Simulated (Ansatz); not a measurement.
Task: a ranking of conformers of C5H5F, SMILES C#CC(=C)CF, with the Python package of Ansatz (0.2.0). Give the script and its output. Level of theory (for the species named): B3LYP, cc-pVDZ basis, multiplicity 1.

`conformers.py`:
```python
import ansatz as az
from rdkit import Chem
from rdkit.Chem import AllChem


def main() -> None:
    rd = Chem.AddHs(Chem.MolFromSmiles('C#CC(=C)CF'))
    ids = list(AllChem.EmbedMultipleConfs(rd, numConfs=20, randomSeed=207, pruneRmsThresh=0.4))
    field = [energy for _, energy in AllChem.MMFFOptimizeMoleculeConfs(rd)]
    distinct = {round(e, 2): i for i, e in zip(ids, field)}
    chosen = sorted(distinct.items())[:4]
    found = []
    for force_field, index in chosen:
        molecule = az.Crystal.molecule()
        for atom, xyz in zip(rd.GetAtoms(), rd.GetConformer(index).GetPositions()):
            molecule = molecule.atom(atom.GetSymbol(), xyz.round(5).tolist())
        model = (
            molecule.calculation()
            .basis(gaussian='cc-pVDZ')
            .functional('B3LYP')
        )
        found.append(model.run().report['free_energy_ev'])
    print('conformer   MMFF (kcal/mol)   this level (kJ/mol)')
    for (force_field, index), e in zip(chosen, found):
        print(f'{index:9d} {force_field - chosen[0][0]:17.2f} {96.485332 * (e - min(found)):17.3f}')


if __name__ == '__main__':
    main()
```

```console
$ python conformers.py
conformer   MMFF (kcal/mol)   this level (kJ/mol)
        2              0.00             0.000
        1              1.96             8.964
```

These settings explore the input space; basis and method may be short of convergence. The conformers keep their force-field geometries. b3lyp holds the VWN-RPA fit, as in Gaussian; the form of ORCA and Turbomole is b3lyp5. Finished in 8.1 s on 1 thread of Arm Neoverse V1 (shared host), peak memory 0.32 GiB.
